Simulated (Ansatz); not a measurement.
Species: CH6Si, SMILES `C[SiH3]` with one electron removed (charge 1, multiplicity 2).

Q: Give a relaxed geometry from r2SCAN-D4/def2-TZVP (Ansatz, a first-principles code).

A: the end point of this relaxation (outside a Z-matrix the atoms follow the SMILES, hydrogens last).
Z-matrix (Å, degrees):
```
Si
H 1 1.4726
H 1 1.4726 2 118.25
H 1 1.4726 2 118.25 3 -154.05
C 1 2.2339 2 97.74 3 102.98
H 5 1.0882 1 97.24 2 180.00
H 5 1.0883 6 118.48 1 102.11
H 5 1.0883 6 118.48 7 155.78
```
